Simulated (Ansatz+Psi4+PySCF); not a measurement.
Two shapes of singlet NH₃.

Shape 1:

```xyz
4

N     0.0000    0.0000    0.1165
H     0.0000    1.4096   -0.4660
H     0.8138   -0.4699   -0.2718
H    -0.8138   -0.4699   -0.2718
```

Shape 2:

```xyz
4

N     0.0000    0.0000    0.1165
H     0.0000    1.8795   -0.6601
H     0.8138   -0.4699   -0.2718
H    -0.8138   -0.4699   -0.2718
```

Basis set: cc-pVTZ (spherical functions). Correlated methods keep 1 orbital frozen. Charge 0, multiplicity 1.

Computed with Ansatz (development build ahead of 0.2.0) and Psi4 1.11; each method stands on the lowest determinant of its kind that the runs found.

Q: Which shape is lower in energy, and by how much in each method?

A:

```csv
method,E(2) − E(1) (eV)
RHF,2.757
RHF-MP2,2.387
UHF-MP2,1.935
UHF-CCSD,2.045
UHF-CCSD(T),2.036
```

Shape 1 is lower. Caution for RHF, RHF-MP2: an unrestricted determinant lies well below. Caution for RHF-MP2, UHF-MP2, UHF-CCSD, UHF-CCSD(T): large amplitudes, a single reference is doubtful. Caution for UHF-MP2, UHF-CCSD(T): another reference gives a lower total. Caution for UHF-MP2, UHF-CCSD, UHF-CCSD(T): the unrestricted determinant is a mixture of spin states; a plain start can end on a higher determinant.
